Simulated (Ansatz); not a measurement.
Basis sets compared for (H2Al-mu-H)3 (Al₃H₉). Charge 0, multiplicity 1. Geometry r2SCAN-D4/def2-SVP. Ansatz on 4 threads of Arm Neoverse V2 on a shared host; times are rough, and most runs start from earlier orbitals.

```xyz
12

Al    1.232   -0.229    0.785
H     2.542   -0.472    1.615
H     1.199    1.198   -0.291
H    -0.014    0.827    1.513
Al   -0.570    1.360   -0.100
H    -1.709    0.018    0.200
H    -1.173    2.805   -0.210
H    -0.496    0.392   -1.603
Al   -0.662   -1.131   -0.684
H    -1.368   -2.333   -1.405
H     1.117   -1.031   -0.811
H    -0.098   -1.403    0.991
```

Binding counts from free atoms (Al doublet, H doublet) in the same basis, without a counterpoise term.

```tsv
level	functions	energy (Eh)	HOMO (eV)	LUMO (eV)	binding per atom (eV)	wall time
PBE-D4/def2-SVP	99	-731.9566	-6.54	-2.18	2.37	0.8 s
PBE0-D4/def2-SVP	99	-732.0438	-7.70	-1.43	2.38	0.85 s
```

(1) Estimate the rows for PBE-D4/def2-TZVP, PBE0-D4/def2-TZVP (with forces).

## Answers

(1) 
```csv
level,functions,energy (Eh),HOMO (eV),LUMO (eV),binding per atom (eV),wall time
PBE-D4/def2-TZVP,165,-732.2239,-6.56,-2.28,2.37,1.2 s
PBE0-D4/def2-TZVP (with forces),165,-732.3056,-7.69,-1.49,2.38,2.4 s
```
